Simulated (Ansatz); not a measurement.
This geometry of Al$_{2}$H$_{4}$ (6 atoms, charge 0, multiplicity 1) is a first-order saddle point.

All numbers below come from RKS BLYP/6-31G* in Ansatz.

```xyz
6
Properties=species:S:1:pos:R:3
Al -0.682 -1.129 -0.127
Al 0.696 1.107 0.112
H -1.739 -1.367 -1.316
H -0.527 -2.352 0.906
H 0.541 2.331 -0.921
H 1.754 1.346 1.301
```

Q: Which two structures does it join? (They come from a converged band through this point; their orientation in space is the band's.)

A: No bond is made or broken. The dihedral H4–Al1–Al2–H6 goes from -90 to 90°. The two ends are copies of one structure, up to a mirror image or an exchange of like atoms.

Initial state:

```xyz
6
Properties=species:S:1:pos:R:3
Al -0.673 -1.114 -0.124
Al 0.687 1.093 0.109
H -2.251 -1.118 -0.444
H 0.007 -2.564 0.039
H 1.405 1.797 -1.149
H 0.867 1.843 1.522
```

Final state:

```xyz
6
Properties=species:S:1:pos:R:3
Al -0.672 -1.115 -0.127
Al 0.686 1.093 0.112
H -0.873 -1.851 -1.544
H -1.370 -1.833 1.134
H 0.001 2.543 -0.028
H 2.269 1.099 0.406
```

Q: How far does it lie above each of them?

A: 2.1 kcal/mol above the first and 2.1 kcal/mol above the second. This is the barrier of this one path; another mechanism may lie lower.

Run time: 54 s on 1 thread of Intel(R) Xeon(R) Processor @ 2.50GHz (Skylake/Cascade Lake), on a shared host, peak memory 0.11 GiB.
